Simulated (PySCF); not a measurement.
**SiO and its ions**

PBE0; PySCF, no relativity, basis sets Si def2-TZVPPD, O def2-TZVPPD. Neutral (UKS): singlet (closed shell), Re = 1.508 Å, ωe = 1272 cm⁻¹, De = 7.91 eV, HOMO -8.83 eV, LUMO -2.03 eV.

SiO⁺ (UKS): doublet (σ ↑), Re = 1.516 Å, ωe = 1158 cm⁻¹, De = 4.71 eV to Si⁺ + O. The energies at the minima are -364.55956 hartree for SiO and -364.14005 for SiO⁺.

(1) Work out the adiabatic ionisation energy, without and with harmonic zero-point energies (1 hartree = 27.2114 eV, 1 eV = 8065.5 cm⁻¹), and the change of the bond length.

For an ion De counts to the pair picked by the measured ionisation energies or electron affinities, which need not be the lowest pair at this level. States were picked by a PBE0 search and need not be the measured ground states.

Results:

(1) At PBE0: 0.41951 hartree = 11.415 eV between the minima; the zero-point term (1158.0 − 1272.0)/2 cm⁻¹ = -0.007 eV makes it 11.408 eV. Re changes by +0.8 pm against the neutral. Minus the HOMO energy is 8.83 eV, -2.59 eV from the value between the minima; self-interaction puts the Kohn–Sham level too high, less so with exact exchange. The electron leaves a σ orbital; in so polar a molecule the change of length follows mostly from the change of the ionic charges.
